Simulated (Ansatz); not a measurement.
Two structures of CH₅AlO, closed shell, reached by relaxing down either side of one saddle point (PBE0-D4/def2-TZVP). Energies are electronic, without zero-point energy. Program: Ansatz 0.2.0. Basis: def2-TZVPP and def2-QZVPP. Cores are frozen in the correlated methods. Extrapolation: Hartree–Fock as exp(−7.88 √X), correlation as X^−2.97. First:

Al1  (-0.682, 0.588, 0.003)
C2  (1.071, -0.177, -0.373)
H3  (-1.164, 2.010, -0.492)
O4  (-1.833, -0.263, 0.919)
H5  (1.613, -0.406, 0.550)
H6  (0.984, -1.118, -0.927)
H7  (1.695, 0.498, -0.965)
H8  (-1.683, -1.133, 1.284)
(Å)

Second:

```tsv
atom	x (Å)	y (Å)	z (Å)
Al1	-2.3988	0.8136	0.6335
C2	1.1718	0.2815	-0.6416
H3	0.7273	1.2375	-0.9194
O4	-1.9579	-0.7081	1.1859
H5	1.2099	0.2009	0.4445
H6	0.5669	-0.5308	-1.0437
H7	2.1811	0.2216	-1.0483
H8	-1.5004	-1.5162	1.3891
```

Which bonds change from the first to the second?

CH₅AlO ([CH3][AlH][OH]) → AlHO ([OH][Al]) + CH₄; bonds formed: C2–H3; bonds broken: Al1–C2, Al1–H3.

Give the saddle point's structure and its height above each. (Judge from chemistry; the value comes from the calculation.)

Computed: 344.0 kJ/mol above the first and 293.9 kJ/mol above the second (CCSD(T) at an estimated basis limit (MP2 extrapolated from triple and quadruple zeta, plus CCSD(T) − MP2 in triple zeta)).
Al1  (-1.194, 0.757, 0.141)
C2  (0.833, 0.072, -0.392)
H3  (-0.102, 1.516, -0.699)
O4  (-1.741, -0.583, 1.033)
H5  (1.208, -0.114, 0.623)
H6  (0.552, -0.863, -0.896)
H7  (1.618, 0.559, -0.972)
H8  (-1.173, -1.345, 1.163)
(Å)

No T1 diagnostic of these runs exceeds 0.019. The restricted Hartree–Fock reference is unstable towards an unrestricted one at one or more of these structures. A large double-excitation amplitude points to some diradical character; no triplet was computed. The start structure is not quite a true minimum (one mode of 28i cm⁻¹).

Labels in which every atom is bracketed show which atoms are joined, not bond orders.

For scale, one of the runs: CCSD(T)/def2-TZVPP, 174 basis functions, launched by `ansatz run in.yaml --threads 2 --pin off --events-out ev --progress --plain --max-ram 4352MiB`. The run took 26 s on 2 CPU threads of an Arm Neoverse V1 (shared host), with 1.5 GiB of host memory at its peak.
